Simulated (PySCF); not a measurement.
Cyclopentadienyl radical, C₅H₅ (doublet state).
Numbering: `[CH:1]1[CH:2]=[CH:3][CH:4]=[CH:5]1` (hydrogens: H6 on C1; H7 on C2; H8 on C3; H9 on C4; H10 on C5)

Computed, not measured: UKS B3LYP, IGLO-III on C, pcH-1 on H, non-relativistic, mean-field spin-orbit, GIAO (PySCF). Isolated species at its PBE0-D3(BJ)/def2-SVP geometry, gas phase. No stability test was run, so a lower SCF solution isn't excluded.

Give the principal g shifts and their parts.

| Δg (ppm) | 1 | 2 | 3 |
| --- | --- | --- | --- |
| relativistic mass correction | -135 | -135 | -135 |
| gauge correction | 11 | 39 | 37 |
| orbital Zeeman/spin–orbit | 6 | 191 | 737 |
| total | -118 | 96 | 640 |

So g = 2.00220, 2.00242, 2.00296 and g_iso = 2.00253; the tensor is rhombic: the two nearest values differ by 28 % of g3 − g1. Axes: g1 is normal to the molecular plane, g2 points within 1° of the C1–H6 bond and g3 points within 1° of the C3–C4 bond.

What effective moment and Curie constant follow for a powder?

With the mean of g² = 4.0101 and S(S+1) = 0.75: μ_eff = √(⟨g²⟩S(S+1)) = 1.734 μB and χT = 0.12505·⟨g²⟩·S(S+1) = 0.376 cm³ K/mol (cgs; spin-Hamiltonian part alone).

Average each term over the three axes. Which is largest in size?

The orbital-Zeeman/spin–orbit term 312, the mass correction -135 and the gauge correction 29 ppm, for a total of 206 ppm. The orbital-Zeeman/spin–orbit term is the largest in size. The mass correction is the same along every axis, so the anisotropy comes from the other two: their spans along these axes are 29 (gauge) and 731 ppm (orbital Zeeman/spin–orbit).

In a frozen sample, at which fields do the three g values resonate at 9.5, 34, 94 and 263 GHz (hyperfine left aside), and which band first spreads them over more than twice a line width of 0.3 mT?

```
band    GHz  B(g3) mT  B(g2) mT  B(g1) mT  spread mT
   X    9.5    338.88    338.97    339.00       0.13
   Q   34.0   1212.82   1213.15   1213.28       0.46
   W   94.0   3353.08   3353.99   3354.35       1.27
   J  263.0   9381.50   9384.04   9385.05       3.55
```

The spread grows in proportion to the frequency. W band is the first where it exceeds 0.6 mT.

The largest Mulliken spin populations are on C1 (+0.64), C3 (+0.35), C4 (+0.35) and C2 (-0.13). Three atoms exceed +0.15. The positive populations add up to 1.34 and the negative ones to -0.34, together 2S = 1. The angles at C1 add up to 360.0°, so it is planar.

The HOMO–LUMO gaps are 7.22 eV among the α and 2.36 eV among the β orbitals.
